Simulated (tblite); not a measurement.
Compound: C3H6NO (doublet state).
Atom-mapped SMILES: `[CH3:1][O:2][C:3]([CH3:4])=[N:5]` (hydrogens: H6, H7, H8 on C1; H9, H10, H11 on C4)

Structure used (GFN2-xTB), in Å, numbered top down from 1:
```
atom  x, y, z in Å
C1     1.730    0.672    0.090
O2     0.329    0.630    0.286
C3    -0.296   -0.459   -0.206
C4    -1.794   -0.393    0.068
N5     0.190   -1.420   -0.807
H6     2.072    1.598    0.547
H7     2.212   -0.186    0.564
H8     1.970    0.664   -0.977
H9    -2.286   -1.271   -0.338
H10   -2.183    0.509   -0.397
H11   -1.937   -0.341    1.144
```

Calculated harmonic vibrations of the isolated species, GFN2-xTB (tblite), most abundant isotopes, no scaling. Errors from tens to a few hundred cm⁻¹ against measured bands are possible. One conformer, not necessarily the lowest. Open shells enter through the occupations alone, without spin polarisation, and single modes of such species can be off by tens of per cent.

Harmonic wavenumbers (cm⁻¹): 81.8, 107.3, 164.9, 232.5, 348.0, 532.1, 541.2, 858.4, 977.0, 982.2, 1045.4, 1125.5, 1125.9, 1163.0, 1333.2, 1394.6, 1431.3, 1441.3, 1445.4, 1472.5, 1750.8, 2963.0, 2977.4, 3032.2, 3035.3, 3037.4, 3070.7.

A = 10703, B = 4141, C = 3102 MHz; mass 72.045 u (most abundant isotopes); point group Cs, symmetry number 1; spin multiplicity 2.

**Question.** What is the zero-point energy?

**Answer.** Half the sum of the wavenumbers: 18835 cm⁻¹ = 53.85 kcal/mol.

**Question.** Entropy at 200 K, 1 bar (ideal gas, RRHO, classical rotation)?

**Answer.** Translation 36.78, rotation 24.07, vibration 9.68, spin (R ln 2) 1.38: S = 71.9 cal/(mol K).

**Question.** And Cp and H(200 K) − H(0)?

**Answer.** Cp = 18.18 cal/(mol K), of which vibrations give 10.24 (their classical limit is 27 R = 53.7); H(200 K) − H(0) = 2.68 kcal/mol without the zero-point energy, 1.09 from vibrations.

**Question.** What must be added to the electronic energy to get the Gibbs energy at 200 K and 1 bar?

**Answer.** ZPE + [H(200 K) − H(0)] − T·S = 53.85 + 2.68 − 14.38 = 42.15 kcal/mol.

**Question.** Which modes carry the vibrational entropy at 200 K?

**Answer.** 81.8 cm⁻¹: 3.07; 107.3 cm⁻¹: 2.55; 164.9 cm⁻¹: 1.76; 232.5 cm⁻¹: 1.18; 348.0 cm⁻¹: 0.61; 532.1 cm⁻¹: 0.21 cal/(mol K); the other 21 give 0.29 together.

**Question.** Blend soft modes into free rotors: weight 1/[1 + (100 cm⁻¹/ν̃)⁴] for the oscillator and the rest for a rotor with moment μB/(μ + B), μ = h/(8π²ν), B = 10⁻⁴⁴ kg m². What vibrational entropy results?

**Answer.** 9.37 cal/(mol K) in place of 9.68, which changes −T·S at 200 K by +0.06 kcal/mol.

Hindered rotation and anharmonicity are outside this model. Other conformers, if any are populated, would add a mixing term that is left out.
